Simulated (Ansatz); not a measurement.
# C3H2FN: small, medium and large basis sets

Aim: see how fast density functionals converge with the basis set for C3H2FN.

Program: Ansatz 0.2.0, Gaussian basis. Level of theory: one geometry, several basis sets. These are calculated values, not measurements.

Plan: PBE0-D4/def2-SVP; ωB97M-V/def2-SVP; PBE0-D4/def2-QZVPP; ωB97M-V/def2-QZVPP; the functionals' def2-TZVPP values are taken from earlier runs.

### Step 1. The geometry

An earlier PBE0-D4 in a triple-zeta def2 set relaxation fixed the geometry.

7 atoms, charge 0, spin multiplicity 1.

Atoms are counted from 1 here; the program's logs count them from 0.

Bond lengths: F1–C2 1.306 Å, C2–C3 1.376 Å, C3–N4 1.263 Å, C3–C5 1.512 Å, N4–C5 1.462 Å, C5–H6 1.086 Å, C5–H7 1.087 Å. Angles: F1–C2–C3 116.9°, C2–C3–N4 160.8°, C2–C3–C5 121.4°, N4–C3–C5 62.8°, C3–N4–C5 66.9°, C3–C5–N4 50.2°, C3–C5–H6 116.5°, C3–C5–H7 118.1°, N4–C5–H6 119.2°, N4–C5–H7 117.3°, H6–C5–H7 118.0°.

### Step 2. PBE0-D4 in def2-SVP

Contents of in.yaml:

```yaml
crystal:
  periodic: [false, false, false]
  atoms:
    - {symbol: F, position_ang: [-2.425385, -0.087214, -0.038744]}
    - {symbol: C, position_ang: [-1.354839, -0.659086, 0.442998]}
    - {symbol: C, position_ang: [-0.208675, -0.573554, -0.314158]}
    - {symbol: N, position_ang: [0.941950, -0.826381, -0.769376]}
    - {symbol: C, position_ang: [0.901666, 0.388266, 0.042524]}
    - {symbol: H, position_ang: [0.882305, 1.355758, -0.451009]}
    - {symbol: H, position_ang: [1.324280, 0.334211, 1.042165]}
basis:
  gaussian: {orbitals: def2-SVP}
hamiltonian: {xc: pbe0, dispersion: d4}
output: {orbitals: {seedname: orbitals}}
```

On the command line:

```bash
$ ansatz run in.yaml --threads 2 --pin off --events-out ev --progress --plain --max-ram 4352MiB
```

Output:

```text
Functional definition: PBE0
  name "PBE0"
  cite "Adamo & Barone, J. Chem. Phys. 110, 6158 (1999) doi:10.1063/1.478522"
  cite "Perdew, Burke & Ernzerhof, Phys. Rev. Lett. 77, 3865 (1996) doi:10.1103/PhysRevLett.77.3865"
  parent pbe
  parameter a = 0.25
  parameter kappa = 0.804
  parameter beta = 0.06672455060314922
  exchange = (1 - a)*pbe_x(kappa = kappa, mu = beta*pi^2/3) + a*exact_x
  correlation = pbe_c(beta = beta)
910 factors; their error is unknown
mean field evaluation 1: about -7327.5681 eV, gradient 3.7e1 eV
mean field evaluation 2: about -7307.8167 eV, gradient 9.5e1 eV
mean field evaluation 4: about -7331.0321 eV, gradient 5.2e0 eV
mean field evaluation 8: about -7331.0878 eV, gradient 1.3e-1 eV
mean field evaluation 16: about -7331.0834 eV, gradient 3.9e-4 eV
mean field -7331.08344306 eV, -269.4123473458 hartree, gradient 8.2e-5 eV, S^2 0.000000; 0 other end points of the search recorded, 0 dependent functions left out
reference -7331.08346084 eV, -269.4123479991 hartree; 18, 18 occupied and 62, 62 virtual orbitals, 910 factors
Total energy: -7331.17993823 eV, -269.4158934777 hartree
```

It took 1 s on 2 threads of Arm Neoverse V1, shared host.

### Step 3. ωB97M-V in def2-SVP

Changes to in.yaml since step 2:

```diff
@@ -12,3 +12,3 @@
   gaussian: {orbitals: def2-SVP}
-hamiltonian: {xc: pbe0, dispersion: d4}
+hamiltonian: {xc: {name: wB97M-V}}
 output: {orbitals: {seedname: orbitals}}
```

The command is unchanged.

Output (excerpt; [...] marks lines left out):

```text
Functional definition: wB97M-V
  name "wB97M-V"
  cite "Mardirossian & Head-Gordon, J. Chem. Phys. 144, 214110 (2016) doi:10.1063/1.4952647"
  cite "Becke, J. Chem. Phys. 107, 8554 (1997) doi:10.1063/1.475007"
  cite "Vydrov & Van Voorhis, J. Chem. Phys. 133, 244103 (2010) doi:10.1063/1.3521275"
  # Of w^i u^j: cxij and so on, Table III.
[...]
  gx(w, u) = 1 - cx + cx01*u + cx10*w
  gss(w, u) = css00 + css04*u^4 + css10*w + css20*w^2 + css43*w^4*u^3
  gos(w, u) = cos00 + cos10*w + (cos20 + cos21*u)*w^2 + (cos60 + cos61*u)*w^6
[...]
      + integral(e_c_pw_mod_opposite_spin*gos(b97_w_opposite, b97_u_opposite)) + vv10(b, c)
910 factors; their error is unknown
182 factors; integrals over basis functions are off by at most 7.0e-6 eV
[...]
mean field -7336.64192216 eV, -269.6166176851 hartree, gradient 6.5e-5 eV, S^2 0.000000; 0 other end points of the search recorded, 0 dependent functions left out
reference -7336.64194967 eV, -269.6166186959 hartree; 18, 18 occupied and 62, 62 virtual orbitals, 910 factors
Total energy: -7336.64194967 eV, -269.6166186959 hartree
```

Wall time 4 s (2 threads of Arm Neoverse V1, shared host).

### Step 4. PBE0-D4 in def2-QZVPP

Changes to in.yaml since step 3:

```diff
@@ -11,4 +11,4 @@
 basis:
-  gaussian: {orbitals: def2-SVP}
-hamiltonian: {xc: {name: wB97M-V}}
+  gaussian: {orbitals: "def2-QZVPP.json"}
+hamiltonian: {xc: pbe0, dispersion: d4}
 output: {orbitals: {seedname: orbitals}}
```

The command is unchanged.

Output:

```text
Functional definition: PBE0
  name "PBE0"
  cite "Adamo & Barone, J. Chem. Phys. 110, 6158 (1999) doi:10.1063/1.478522"
  cite "Perdew, Burke & Ernzerhof, Phys. Rev. Lett. 77, 3865 (1996) doi:10.1103/PhysRevLett.77.3865"
  parent pbe
  parameter a = 0.25
  parameter kappa = 0.804
  parameter beta = 0.06672455060314922
  exchange = (1 - a)*pbe_x(kappa = kappa, mu = beta*pi^2/3) + a*exact_x
  correlation = pbe_c(beta = beta)
991 factors; their error is unknown
mean field evaluation 1: about -7333.8331 eV, gradient 5.2e1 eV
mean field evaluation 2: about -7303.8236 eV, gradient 1.2e2 eV
mean field evaluation 4: about -7339.8349 eV, gradient 9.1e0 eV
mean field evaluation 8: about -7340.0001 eV, gradient 1.1e-1 eV
mean field evaluation 16: about -7340.0017 eV, gradient 2.7e-4 eV
mean field -7340.00170044 eV, -269.7400872592 hartree, gradient 5.6e-5 eV, S^2 0.000000; 0 other end points of the search recorded, 0 dependent functions left out
reference -7340.00173195 eV, -269.7400884172 hartree; 18, 18 occupied and 327, 327 virtual orbitals, 991 factors
Total energy: -7340.09820933 eV, -269.7436338957 hartree
```

Wall time 7 s (2 threads of Arm Neoverse V1, shared host); peak memory 0.91 GiB.

### Step 5. ωB97M-V in def2-QZVPP

Changes to in.yaml since step 4:

```diff
@@ -12,3 +12,3 @@
   gaussian: {orbitals: "def2-QZVPP.json"}
-hamiltonian: {xc: pbe0, dispersion: d4}
+hamiltonian: {xc: {name: wB97M-V}}
 output: {orbitals: {seedname: orbitals}}
```

The command is unchanged.

Output (excerpt; [...] marks lines left out):

```text
Functional definition: wB97M-V
  name "wB97M-V"
  cite "Mardirossian & Head-Gordon, J. Chem. Phys. 144, 214110 (2016) doi:10.1063/1.4952647"
  cite "Becke, J. Chem. Phys. 107, 8554 (1997) doi:10.1063/1.475007"
  cite "Vydrov & Van Voorhis, J. Chem. Phys. 133, 244103 (2010) doi:10.1063/1.3521275"
  # Of w^i u^j: cxij and so on, Table III.
[...]
  gx(w, u) = 1 - cx + cx01*u + cx10*w
  gss(w, u) = css00 + css04*u^4 + css10*w + css20*w^2 + css43*w^4*u^3
  gos(w, u) = cos00 + cos10*w + (cos20 + cos21*u)*w^2 + (cos60 + cos61*u)*w^6
[...]
      + integral(e_c_pw_mod_opposite_spin*gos(b97_w_opposite, b97_u_opposite)) + vv10(b, c)
991 factors; their error is unknown
235 factors; integrals over basis functions are off by at most 7.5e-6 eV
[...]
mean field -7345.80562882 eV, -269.9533776934 hartree, gradient 4.1e-5 eV, S^2 0.000000; 0 other end points of the search recorded, 0 dependent functions left out
reference -7345.80567652 eV, -269.9533794463 hartree; 18, 18 occupied and 327, 327 virtual orbitals, 991 factors
Total energy: -7345.80567652 eV, -269.9533794463 hartree
```

It took 17 s on 2 threads of Arm Neoverse V1, shared host; peak memory 1.1 GiB.

### Step 6. Functionals by basis

The def2-TZVPP values come from earlier runs at the same geometry.

```csv
functional,basis,functions,energy (eV),from the largest (eV),HOMO (eV),LUMO (eV)
PBE0-D4,def2-SVP,80,-7331.1799,8.918,-7.29,-2.57
PBE0-D4,def2-TZVPP,183,-7339.7148,0.383,-7.43,-2.62
PBE0-D4,def2-QZVPP,345,-7340.0982,0.000,-7.46,-2.66
ωB97M-V,def2-SVP,80,-7336.6419,9.164,-9.55,-0.27
ωB97M-V,def2-TZVPP,183,-7345.4472,0.358,-9.73,-0.39
ωB97M-V,def2-QZVPP,345,-7345.8057,0.000,-9.76,-0.45
```

### Step 7. Summary of results

```
                                       quantity          value
PBE0-D4: double and triple zeta above quadruple  8.92, 0.38 eV
ωB97M-V: double and triple zeta above quadruple  9.16, 0.36 eV
```

PBE0-D4 gains 8.53 eV from double to triple zeta, then 0.38 eV more. Total energies overstate the basis error of differences, where much of it tends to cancel.

For PBE0-D4 the largest set took about 7 times as long as the smallest (7 s against 1 s).
